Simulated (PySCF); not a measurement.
Fill in the blanks.

COP (charge -1).
InChI=1S/CHOP/c2-1-3/h2H/p-1

| property | level | value |
| --- | --- | --- |
| point group | PBE0-D3(BJ)/def2-SVP | C∞v |
| rotational constant B (linear) | PBE0-D3(BJ)/def2-SVP | ? |
| HOMO energy | PBE/pcSseg-2 | ? |
| LUMO energy | PBE/pcSseg-2 | ? |
| 13C chemical shifts (computed TMS as zero) by class | GIAO PBE/pcSseg-2 | 173.2 (1 C) ppm |
| isotropic shieldings of nuclei other than C and H, by class | GIAO PBE/pcSseg-2 | ? |

Gas-phase values; electronic properties from PySCF, density fitting. Isolated species at its PBE0-D3(BJ)/def2-SVP geometry, gas phase. The HOMO energy is positive, so at this level the finite basis confines the outermost electrons. No diffuse functions stand in pcSseg-2, which bears on an anion's orbital energies.

Task: The LUMO energy?

Result: 4.89 eV.

Task: The rotational constant B (linear)?

Result: 5.748 GHz.

Task: What is the HOMO energy?

Result: 0.58 eV.

Task: What are the isotropic shieldings of nuclei other than C and H, by class?

Result: 103 (1 O), 763 (1 P) ppm.

For a rigid linear rotor the levels are B·J(J + 1), so J = 1 lies 2B = 11.50 GHz above J = 0.
